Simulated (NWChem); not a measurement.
# C2H3O+ (SMILES CC#[O+]): levels of theory compared

We compute a comparison of 4 runs (HF/STO-3G, HF/3-21G, B3LYP/6-31G*) of C2H3O+. 

The calculation is run with NWChem 7.3.0.

2 further runs of the same task are left out: 2 that didn't finish.

## 1. The molecule

C2H3O+ has 6 atoms, charge +1, and is taken as a singlet. SMILES: `CC#[O+]`. The shape is that of a PBE0-D4/def2-TZVP optimisation.

Bond lengths: C1–C2 1.418 Å, C2–O3 1.111 Å, C1–H4 1.098 Å, C1–H5 1.098 Å, C1–H6 1.098 Å. Angles: C1–C2–O3 180.0°, C2–C1–H4 108.3°, C2–C1–H5 108.3°, C2–C1–H6 108.3°, H4–C1–H5 110.6°, H4–C1–H6 110.6°, H5–C1–H6 110.6°.

## 2. Energy and gradient at HF/STO-3G (run 1)

File sp.nw:

```
echo
start sp
title "C2H3O"
memory total 2200 mb
charge 1

geometry units angstroms noautosym nocenter noautoz
   C       -0.321600       0.308400      -0.192600
   C        0.617700      -0.592600       0.370000
   O        1.353900      -1.298000       0.810700
   H       -0.073700       0.447100      -1.253200
   H       -1.324100      -0.126000      -0.083500
   H       -0.252100       1.261200       0.348500
end

basis spherical bse
   * library STO-3G
end

scf
   thresh 1e-08
   maxiter 80
end

task scf gradient
```

Command:

```
$ nwchem sp.nw > sp.out
```

What it wrote:

```text
[...]
  functions       =    18
[...]
  wavefunction    = RHF
[...]
         Total SCF energy =   -150.136931921811
      One-electron energy =   -324.370512774296
      Two-electron energy =    109.525441005404
 Nuclear repulsion energy =     64.708139847081
        Time for solution =      1.1s
[...]
                         RHF ENERGY GRADIENTS
    atom               coordinates                        gradient
                 x          y          z           x          y          z
   1 C      -0.607736   0.582791  -0.363961    0.041120  -0.039326   0.024625
   2 C       1.167284  -1.119852   0.699199    0.024522  -0.023539   0.014694
   3 O       2.558500  -2.452864   1.532001   -0.068737   0.065908  -0.041162
   4 H      -0.139273   0.844896  -2.368205    0.001188  -0.001021   0.000329
   5 H      -2.502186  -0.238105  -0.157792    0.000776  -0.001218   0.000702
   6 H      -0.476400   2.383322   0.658570    0.001131  -0.000803   0.000812
[...]
```

It took 1.9 s on 1 thread of Intel Xeon Platinum 8259CL at 2.50GHz (Skylake/Cascade Lake), shared host; peak memory 0.1 GiB.

## 3. Energy and gradient at HF/3-21G (run 2)

File run.py:

```python
from ase import Atoms
from ase.calculators.nwchem import NWChem

system = Atoms(['C', 'C', 'O', 'H', 'H', 'H'], positions=[
    [-0.321600, 0.308400, -0.192600],
    [0.617700, -0.592600, 0.370000],
    [1.353900, -1.298000, 0.810700],
    [-0.073700, 0.447100, -1.253200],
    [-1.324100, -0.126000, -0.083500],
    [-0.252100, 1.261200, 0.348500],
])

calc = NWChem(
    label='a',
    theory='scf',
    memory='2200 mb',
    basis='3-21G',
    basispar='spherical bse',
    charge=1,
    scf={'nopen': '0', 'rhf': None, 'thresh': '1e-08', 'maxiter': '80'},
)
system.calc = calc

forces = system.get_forces()
e = system.get_potential_energy()
print(f"E = {e:.6f} eV")
print("forces (eV/A):")
for s, f in zip(system.symbols, forces):
    print(f"{s:2s} {f[0]:10.5f} {f[1]:10.5f} {f[2]:10.5f}")
print("dipole (e A):", system.get_dipole_moment().round(4))
```

Command:

```
$ export ASE_NWCHEM_COMMAND="nwchem PREFIX.nwi > PREFIX.nwo"
$ python run.py
```

What it wrote:

```text
E = -4114.371977 eV
forces (eV/A):
C    -0.49782    0.47200   -0.29763
C     0.74372   -0.70767    0.44357
O    -0.05343    0.04823   -0.03101
H    -0.23238    0.09009    0.28735
H     0.20934    0.29295   -0.12542
H    -0.16944   -0.19561   -0.27675
dipole (e A): [ 0.0605 -0.0582  0.0363]
```

The calculator wrote a.nwi:

```
title "a"

permanent_dir a

scratch_dir a

start a

geometry units angstrom nocenter noautosym noautoz
  C  -3.2160000000000000e-01 3.0840000000000001e-01 -1.9259999999999999e-01
  C  6.1770000000000003e-01 -5.9260000000000002e-01 3.7000000000000000e-01
  O  1.3539000000000001e+00 -1.2980000000000000e+00 8.1069999999999998e-01
  H  -7.3700000000000002e-02 4.4710000000000000e-01 -1.2532000000000001e+00
  H  -1.3241000000000001e+00 -1.2600000000000000e-01 -8.3500000000000005e-02
  H  -2.5209999999999999e-01 1.2612000000000001e+00 3.4849999999999998e-01
end

charge 1

memory 2200 mb

basis spherical bse noprint
   * library 3-21G
end

scf
  nopen 0
  rhf
  thresh 1e-08
  maxiter 80
end

task scf gradient
```

a.nwo (excerpt; [...] marks lines left out):

```text
[...]
      One-electron energy =   -325.845180094237
[... 1 line left out ...]
 Nuclear repulsion energy =     64.708139847081
[... 29 lines left out ...]
                       ROHF Final Molecular Orbital Analysis
[... 191 lines left out ...]
                              NWChem Gradients Module
[...]
  wavefunction    =   RHF
                         RHF ENERGY GRADIENTS
    atom               coordinates                        gradient
                 x          y          z           x          y          z
   1 C      -0.607736   0.582791  -0.363961    0.009681  -0.009179   0.005788
   2 C       1.167284  -1.119852   0.699199   -0.014463   0.013762  -0.008626
   3 O       2.558500  -2.452864   1.532001    0.001039  -0.000938   0.000603
   4 H      -0.139273   0.844896  -2.368205    0.004519  -0.001752  -0.005588
   5 H      -2.502186  -0.238105  -0.157792   -0.004071  -0.005697   0.002439
   6 H      -0.476400   2.383322   0.658570    0.003295   0.003804   0.005382
[...]
```

Wall time 2.3 s (1 thread of Intel Xeon Platinum 8259CL at 2.50GHz (Skylake/Cascade Lake), shared host); peak memory 0.1 GiB.

Run 3 isn't shown in full; the table further down has it.

## 4. Energy and gradient at B3LYP/6-31G(d) (Cartesian functions) (run 4)

File job.nw:

```
start job
title "C2H3O"
memory total 2200 mb
charge 1

geometry units angstrom noautosym nocenter noautoz
 C       -0.321600       0.308400      -0.192600
 C        0.617700      -0.592600       0.370000
 O        1.353900      -1.298000       0.810700
 H       -0.073700       0.447100      -1.253200
 H       -1.324100      -0.126000      -0.083500
 H       -0.252100       1.261200       0.348500
end

basis
 * library 6-31G*
end

dft
 xc b3lyp
 grid xfine
 convergence energy 1e-08
 iterations 100
 mulliken
 print medium
end

task dft gradient
```

Command:

```
$ nwchem job.nw > job.out
```

What it wrote:

```text
[...]
          Wavefunction type:  closed shell.
          No. of atoms     :     6
          No. of electrons :    22
[...]
          Charge           :     1
          Spin multiplicity:     1
[...]
          AO basis - number of functions:    51
[...]
              XC Information
              --------------
                         B3LYP Method XC Potential
                     Hartree-Fock (Exact) Exchange  0.200
                        Slater Exchange Functional  0.800 local
                    Becke 1988 Exchange Functional  0.720 non-local
              Lee-Yang-Parr Correlation Functional  0.810
                  VWN I RPA Correlation Functional  0.190 local
[...]
 d= 0,ls=0.0,diis     1   -152.7568212887 -2.17D+02  3.68D-02  1.80D+00     1.9
[...]
 d= 0,ls=0.0,diis    10   -152.9228456961 -4.59D-10  2.51D-07  3.64D-10    16.8
         Total DFT energy =     -152.922845696139
      One electron energy =     -327.806807346988
           Coulomb energy =      130.340790659165
    Exchange-Corr. energy =      -20.164968855397
 Nuclear repulsion energy =       64.708139847081
[...]
      Total Density - Mulliken Population Analysis
     ---------------------------------------------
    Atom       Charge   Shell Charges
 -----------   ------   -------------------------------------------------------
    1 C    6     6.56   1.99  0.69  2.19  0.68  0.98  0.03
    2 C    6     5.33   1.99  0.79  1.85  0.35  0.32  0.02
    3 O    8     8.10   1.99  0.95  2.83  1.02  1.31  0.01
    4 H    1     0.67   0.49  0.18
    5 H    1     0.67   0.49  0.18
    6 H    1     0.67   0.49  0.18
[...]
  wavefunction    = closed shell
                         DFT ENERGY GRADIENTS
    atom               coordinates                        gradient
                 x          y          z           x          y          z
   1 C      -0.607736   0.582791  -0.363961    0.004326  -0.004059   0.002586
   2 C       1.167284  -1.119852   0.699199    0.016884  -0.016246   0.010130
   3 O       2.558500  -2.452864   1.532001   -0.024915   0.023912  -0.014927
   4 H      -0.139273   0.844896  -2.368205    0.000657  -0.001090   0.001871
   5 H      -2.502186  -0.238105  -0.157792    0.002174  -0.000403   0.000445
   6 H      -0.476400   2.383322   0.658570    0.000875  -0.002114  -0.000104
[...]
```

Run time: 20 s. Hardware: 1 thread of Intel Xeon Platinum 8259CL at 2.50GHz (Skylake/Cascade Lake), shared host; peak memory 0.13 GiB.

## 5. Overview of the runs

| run | level | iteration cap | module | energy (Eh) | HOMO energy (eV) | LUMO energy (eV) | HOMO–LUMO gap (eV) | wall time |
| --- | --- | --- | --- | --- | --- | --- | --- | --- |
| 1 | HF/STO-3G | 80 | scf | -150.136932 | -22.48 | -2.29 | 20.19 | 1.9 s |
| 2 | HF/3-21G | 80 | scf | -151.200383 | -23.03 | -3.90 | 19.13 | 2.3 s |
| 3 | B3LYP/6-31G* (spherical functions) | 100 | dft | -152.920083 | -18.92 | -8.52 | 10.40 | 20 s |
| 4 | B3LYP/6-31G* (Cartesian functions) | 100 | dft | -152.922846 | -18.92 | -8.51 | 10.40 | 20 s |

## 6. Outcome

| quantity | value |
| --- | --- |
| run 4: total energy | -152.92285 Eh |
| run 4: HOMO energy | -18.92 eV |
| run 4: LUMO energy | -8.51 eV |
| run 4: HOMO–LUMO gap | 10.40 eV |
| run 4: largest force on an atom | 1.935 eV/Å |

In words: The HOMO–LUMO gap runs from 10.40 eV (B3LYP/6-31G*) to 20.19 eV (HF/STO-3G). The two ends differ in method and basis. In run 1 the basis is minimal, so the values are rough. All runs together took 45 s, the longest 20 s.
